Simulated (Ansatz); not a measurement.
## triplet B₂: levels of theory in one basis

```yaml
atoms:
  - { symbol: B, position_ang: [0.0000, 0.0000, 0.0000] }
  - { symbol: B, position_ang: [0.0000, 0.0000, 1.8400] }
```

Basis set: def2-SVP (spherical functions). Correlated methods keep 2 orbitals frozen. Correlation on ROHF uses semicanonical orbitals with singles. Charge 0, multiplicity 3.

Computed with Ansatz (development build ahead of 0.2.0); each method stands on the lowest determinant of its kind that the runs found.

| method | E − E(ROHF) (eV) | <S²> of the determinant |
| --- | --- | --- |
| ROHF | 0.00 | 2.00 |
| UHF | -0.44 | 2.65 |
| ROHF-MP2 | -2.50 | – |
| UHF-MP2 | -2.49 | 2.65 |

Is a single determinant a sound starting point here?

It is doubtful. Unrestricted orbitals lower Hartree–Fock by 0.44 eV and <S²> is 2.65 where a pure state has 2.00, a sign of strong static correlation.

Caution for UHF, UHF-MP2: the unrestricted determinant is spin contaminated.
